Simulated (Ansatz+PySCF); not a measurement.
A calculation with PySCF 2.14.0.

```python
from pyscf import gto, scf

mol = gto.M(atom="""
C 1.508730 0.000000 0.000000
C 0.832470 1.324040 0.000000
C -0.681500 1.309980 0.000000
C -1.427990 0.000000 0.000000
C -0.681500 -1.309980 0.000000
C 0.832470 -1.324040 0.000000
H 1.432250 2.341330 0.000000
H -1.276220 2.330560 0.000000
H -2.608000 0.000000 0.000000
H -1.276220 -2.330560 0.000000
H 1.432250 -2.341330 0.000000
""", basis='def2-svp', charge=0, spin=1)
mf = scf.UHF(mol)
mf.init_guess = 'atom'
mf.kernel()
while True:  # follow internal instabilities
    mo, _, stable, _ = mf.stability(return_status=True)
    if stable: break
    mf.kernel(mf.make_rdm1(mo, mf.mo_occ))
print(mf.converged, mf.e_tot, mf.spin_square()[0])
```

The script is written out from the run's settings.

The run gave:

```yaml
Converged: yes
Total_energy: -229.81993 hartree
Spin_squared_of_the_determinant: 2.008
```

Caution: the unrestricted determinant is a mixture of spin states.
